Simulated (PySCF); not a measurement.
## Carbon: a sound run and one with changed settings

Sound run: C [He] 2s2 2p2, C⁺ [He] 2s2 2p1. All numbers are calculated (PySCF 2.14, the spin-free X2C one-electron Hamiltonian (Gaussian nucleus), in aug-cc-pVDZ-DK (4s3p2d, 23 functions)). The sound run starts from symmetry-adapted Hartree-Fock orbitals and uses a fine grid where one is needed.

Changed run: 26 angular points. This setting is unsound on purpose.

| species | method | sound run (hartree) | changed run (hartree) | converged |
| --- | --- | --- | --- | --- |
| C | UHF | -37.70269 | -37.70269 | yes |
| C | M06-2X | -37.85422 | -37.85697 | yes |
| C | BP86 | -37.85678 | -37.85655 | yes |
| C⁺ | UHF | -37.30535 | -37.30535 | yes |
| C⁺ | M06-2X | -37.43738 | -37.44023 | yes |
| C⁺ | BP86 | -37.43011 | -37.42958 | yes |

Ionisation energy of C:

```csv
method,sound run (eV),changed run (eV)
UHF,10.812,10.812
M06-2X,11.343,11.340
BP86,11.610,11.618
```

A coarse angular grid integrates products of high-l functions wrongly, so density functionals can shift, and the SCF can exploit the error; Hartree-Fock and MP2 need no grid.

For comparison, NIST gives 11.260 eV between the lowest levels.
